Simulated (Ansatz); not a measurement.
Ansatz (a first-principles code) input (wB97M-V/def2-QZVPPD): A basis named .json is the Basis Set Exchange file of that set (core-valence sets with the plain set on hydrogen).

Ansatz 0.2 input:
```yaml
crystal:
  periodic: [false, false, false]
  atoms:
    - {symbol: C, position_ang: [0.03001831, 0.38890657, 0.00079542]}
    - {symbol: C, position_ang: [1.23978496, -0.08731897, -0.00655119]}
    - {symbol: F, position_ang: [-1.07186953, -0.39122524, 0.00452518]}
    - {symbol: H, position_ang: [-0.22543144, 1.44614772, 0.00468087]}
    - {symbol: H, position_ang: [2.25343763, 0.26535385, -0.01087281]}
basis:
  gaussian:
    orbitals: def2-QZVPPD.json
hamiltonian:
  xc: {name: wB97M-V}
magnetization: {spin_polarized: true, initial_magnetization: 1}
```

Output:

```
Functional definition: wB97M-V
integrals: 0.14 GiB planned
681 factors; their error is unknown
integrals: 0.19 GiB planned
222 factors; integrals over basis functions are off by at most 3.3e-5 eV
mean field: 1.95 GiB planned
mean field evaluation 1: about -4818.8497 eV, gradient 2.1e1 eV
mean field evaluation 2: about -4820.0342 eV, gradient 1.4e1 eV
mean field evaluation 4: about -4820.6570 eV, gradient 1.2e0 eV
mean field evaluation 8: about -4820.6745 eV, gradient 1.4e-1 eV
mean field evaluation 16: about -4820.6758 eV, gradient 4.6e-4 eV
mean field -4820.67583865 eV, -177.1565694989 hartree, gradient 6.0e-5 eV, S^2 0.761554; 0 other end points of the search recorded, 0 dependent functions left out
reference -4820.67588763 eV, -177.1565712989 hartree; 12, 11 occupied and 246, 247 virtual orbitals, 681 factors
Total energy: -4820.67588763 eV, -177.1565712989 hartree
```
